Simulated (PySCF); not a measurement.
A family of related molecules: H2E=Y. Gas-phase values, no solvent. Strings in code marks are SMILES.

These are PySCF 2.14.0 with r2SCAN-D4/def2-TZVP values and carry that method's errors. Delta-SCF ions had no search for a lower state. Excitations are Tamm–Dancoff values on a coarser integration grid. The basis has no diffuse functions, so Rydberg states are missing or too high.

```tsv
species	dipole moment (D)	vertical ionisation energy (Delta-SCF) (eV)	HOMO (eV)	S1–T1 gap (TDA) (eV)
`C=O`	2.25	?	-6.51	?
`C=S`	1.77	9.18	-5.67	0.68
`C=[Se]`	1.61	?	-5.50	0.63
`[SiH2]=S`	?	9.49	?	0.40
`N=[SiH2]`	2.33	?	-6.55	1.22
`[O]=[GeH2]`	3.74	9.99	-6.57	0.50
```

Task: Complete the blanks.

Result: 
- `C=O`, vertical ionisation energy (Delta-SCF) (eV): 10.66
- `C=O`, S1–T1 gap (TDA) (eV): 0.81
- `C=[Se]`, vertical ionisation energy (Delta-SCF) (eV): 8.83
- `[SiH2]=S`, dipole moment (D): 2.62
- `[SiH2]=S`, HOMO (eV): -6.32
- `N=[SiH2]`, vertical ionisation energy (Delta-SCF) (eV): 9.83
